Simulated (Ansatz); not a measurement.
# C2H4FN: up Jacob's ladder to CCSD(T)

One table from this session's results is given with a row withheld; the runs are named, their logs left out.

Program: Ansatz 0.2.0, Gaussian basis. Level of theory: functionals in def2-TZVPP, the program's frozen cores in correlated methods. These are calculated values, not measurements.

Plan: LDA (SPW92), PBE-D4, revPBE-D4, BLYP-D4, r2SCAN-D4, B97M-V, PBE0-D4, B3LYP-D4, r2SCANh-D4, r2SCAN0-D4, HSE06-D4, BHLYP-D4, CAM-B3LYP-D4, LC-ωPBE, ωB97X-V, ωB97M-V, B2PLYP, PBE-QIDH; CCSD(T)/def2-SVP; CCSD(T)/def2-TZVPP; MP2/def2-QZVPP; extrapolation to the limit; RPA on PBE.

## The relaxed structure

An earlier PBE0-D4 in a triple-zeta def2 set relaxation fixed the geometry.

8 atoms, charge 0, spin multiplicity 1.

Atoms are counted from 1 here; the program's logs count them from 0.

Bond lengths: C1–N2 1.443 Å, C1–H5 1.093 Å, C1–H6 1.092 Å, C1–H7 1.092 Å, N2–C3 1.239 Å, C3–F4 1.349 Å, C3–H8 1.086 Å. Angles: N2–C1–H5 114.5°, N2–C1–H6 108.4°, N2–C1–H7 108.4°, H5–C1–H6 109.1°, H5–C1–H7 109.2°, H6–C1–H7 106.8°, C1–N2–C3 121.5°, N2–C3–F4 125.3°, N2–C3–H8 124.0°, F4–C3–H8 110.7°.

Set-up of the first run:

The input, in.yaml:

```yaml
crystal:
  periodic: [false, false, false]
  atoms:
    - {symbol: C, position_ang: [-0.060742, 0.998246, -0.273558]}
    - {symbol: N, position_ang: [0.554016, -0.016982, 0.546624]}
    - {symbol: C, position_ang: [0.233525, -1.209306, 0.448503]}
    - {symbol: F, position_ang: [-0.692210, -1.700137, -0.401314]}
    - {symbol: H, position_ang: [-0.798538, 0.620878, -0.985888]}
    - {symbol: H, position_ang: [-0.537983, 1.730019, 0.382346]}
    - {symbol: H, position_ang: [0.725834, 1.526511, -0.816913]}
    - {symbol: H, position_ang: [0.668300, -2.006429, 1.044301]}
basis:
  gaussian: {orbitals: def2-TZVPP}
hamiltonian: {xc: lda}
output: {orbitals: {seedname: orbitals}}
```

The run is started by

```
$ ansatz run in.yaml --threads 2 --pin off --events-out ev --progress --plain --max-ram 4352MiB
```

Steps of the session up to this table: LDA; PBE-D4 (GGA); revPBE-D4 (GGA); BLYP-D4 (GGA); r2SCAN-D4 (meta-GGA); B97M-V (meta-GGA); PBE0-D4 (hybrid); B3LYP-D4 (hybrid); r2SCANh-D4 (hybrid); r2SCAN0-D4 (hybrid); HSE06-D4 (hybrid); BHLYP-D4 (hybrid); CAM-B3LYP-D4 (range-separated); LC-ωPBE (range-separated); ωB97X-V (range-separated); ωB97M-V (range-separated); B2PLYP (double hybrid); PBE-QIDH (double hybrid).

One of the session's tables, all rows but one given; the rest of the session is left out.

| functional | HOMO (eV) | gap (eV) |
| --- | --- | --- |
| LDA (SPW92) | -6.62 | 5.37 |
| PBE-D4 | -6.51 | 5.51 |
| revPBE-D4 | -6.46 | 5.55 |
| BLYP-D4 | -6.42 | 5.51 |
| r2SCAN-D4 | -6.85 | 6.09 |
| B97M-V | -7.03 | 6.36 |
| PBE0-D4 | -8.07 | 8.18 |
| B3LYP-D4 | -7.83 | 7.64 |
| r2SCANh-D4 | ? | ? |
| r2SCAN0-D4 | -8.30 | 8.57 |
| HSE06-D4 | -7.66 | 7.39 |
| BHLYP-D4 | -9.57 | 10.87 |
| CAM-B3LYP-D4 | -9.53 | 10.82 |
| LC-ωPBE | -10.87 | 13.44 |
| ωB97X-V | -10.54 | 13.03 |
| ωB97M-V | -10.46 | 12.83 |

**Question.** Estimate the row for r2SCANh-D4.

Worked estimate for «HOMO (eV)». Against the share of exact exchange, r2SCAN-D4 (0, -6.85), r2SCAN0-D4 (0.25, -8.30) give a slope of -5.80 per unit share; at 0.1 the line stands at -7.43.

The run gave: HOMO (eV): -7.43; gap (eV): 7.08. In «HOMO (eV)» the line misses by 0.00.

Caveats from the session: The gap between the best rungs is small, so their order is not settled.
